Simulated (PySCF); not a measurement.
Continuum solvent and chemical shifts

Numbering as in the mapped SMILES `[F:1][P:2]([F:3])[PH2:4]` (H(Xn): hydrogen on atom n).

GIAO PBE0/pcSseg-1 in PySCF 2.14.0 with density-fitted response routines on one PBE0-D3(BJ)/def2-SVP conformer, non-relativistic, equivalent nuclei averaged. Solvents enter as an IEF-PCM continuum (acetone with ε = 20.5) around the gas-phase geometry. Shifts are referred to CFCl3, TMS computed in the same medium.

Gas phase, δ in ppm: F1/F3 -99.6, H(P4) 2.82. Dipole moment 2.21 D.

**Question.** How does each δ change in the continuum?

**Answer.** 
| atoms | environment | Δδ, acetone |
| --- | --- | --- |
| F1/F3 | fluorine bonded to P | -2.0 |
| H(P4) | hydrogen on a phosphorus bonded to P | +0.47 |

Changes are relative to the gas phase. The dipole moment becomes 2.91 D in acetone.

**Question.** Which of the listed nuclei move most (in ppm), and what does the model miss?

**Answer.** F1/F3 (fluorine bonded to P, -2.0 ppm) in acetone. A continuum only polarises the solute; specific hydrogen bonds, the anisotropy of aromatic solvents and changes of geometry or conformer are outside it.
